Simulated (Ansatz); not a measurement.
For hcp Sc, LDA (Ansatz, an electronic-structure program, plane waves, PAW) gives:

| Property | Result |
|---|---|
| equilibrium lattice constant a | 3.230 Å |
| lattice parameter c | 4.988 Å |

What does r²SCAN+rVV10 (Ansatz, plane waves, PAW) give for the same quantities?


- lattice constant a: 3.318 Å (increases by 2.7 %)
- lattice parameter c: 5.194 Å (rises by 4.1 %)

For comparison: lattice constant a 3.309 Å (measured, 293 K, not corrected to a static lattice; as tabulated in Wikipedia's data pages); lattice parameter c 5.268 Å (measured, 293 K, not corrected to a static lattice; as tabulated in Wikipedia's data pages).

Changes are worked out from the printed values.

Unless a cell is named, each level is at its own relaxed cell (LDA 22.53, r²SCAN+rVV10 24.76 Å³/atom).

Ansatz's density-functional and Hartree–Fock values are scalar-relativistic unless marked +SOC, with PAW data made under PBE.
